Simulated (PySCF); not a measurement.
Work out the structure from these simulated measurements.

Elements present: C, H, O and S. Monoisotopic mass: 110.0038 u.

| Property | Result |
| --- | --- |
| 1H NMR | chemical shifts (computed TMS as zero) by class: 3.68 (6 H) ppm [GIAO PBE0/pcSseg-1] |
| Dipole | 1.82 D [PBE0/pcSseg-1] |
| 13C NMR | chemical shifts (computed TMS as zero) by class: 41.4 (2 C) ppm [GIAO PBE0/pcSseg-1] |
| Rotational structure | rotational constants A, B, C: 4.578, 2.366, 2.143 GHz [GFN2-xTB] |
| NMR, other nuclei | isotropic shieldings of nuclei other than C and H, by class: 120 (1 O), 164 (2 O), 26 (1 S) ppm [GIAO PBE0/pcSseg-1] |

The electronic properties come from PySCF, for the isolated species, density fitting. Levels stand in brackets. One conformer (not necessarily the lowest) at the GFN2-xTB geometry, without solvent, vibrations or thermal averaging. NMR classes are plain means over equivalent atoms (diastereotopic ones count apart unless rotation or inversion swaps them), as if these changed places fast.

Q: Which formula fits the mass and the elements?

A: C2H6O3S (calculated 110.0038). No other formula that holds each of these elements comes within 0.0003 u with a fitting electron parity and a possible valence count.

Q: Propose a structure and show how it fits.

A: Numbering: `[CH3:1][O:2][S:3](=[O:4])[O:5][CH3:6]`. 2 carbons fall into 1 class: methoxy carbon [C1/C6] (41.4 ppm, 2 C). All hydrogens form one class (3.68 ppm): methyl hydrogen. The other shieldings belong to: 120 ppm, sulfinyl oxygen [O4]; 164 ppm, oxygen bonded to C and S [O2/O5]; 26 ppm, sulfinyl sulfur [S3]. The optimised geometry has point group Cs and is an asymmetric top. Structure: `COS(=O)OC`. Computed isomers that give other values at the same levels: `CCS(=O)(=O)O` (smallest rotational constant: 2.487 GHz; this holds for the one conformer computed); `COS(C)(=O)=O` (13C chemical shifts (computed TMS as zero) by class: 48.0 (1 C), 43.4 (1 C) ppm). The assignments are read from this structure; whether some other isomer fits the data as well wasn't checked.

The values belong to the conformer `[CH3:1][O:2][S:3](=[O:4])[O:5][CH3:6]`: C1–O2–S3–O4 -15°, O2–S3–O5–C6 -96°.
